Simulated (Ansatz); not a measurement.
A geometry relaxed with PBE-D3(BJ)/def2-TZVP in Ansatz (a first-principles code), charge 0, multiplicity 1:

```xyz
5

H     -1.0377    -0.9704    -0.2027
H     -1.1272     0.8766    -0.5843
O      1.9390     0.0840    -0.4665
C     -0.5439    -0.0235    -0.4064
C      0.7697     0.0334    -0.4384
```

Write the SMILES of this molecule.

`C=C=O`
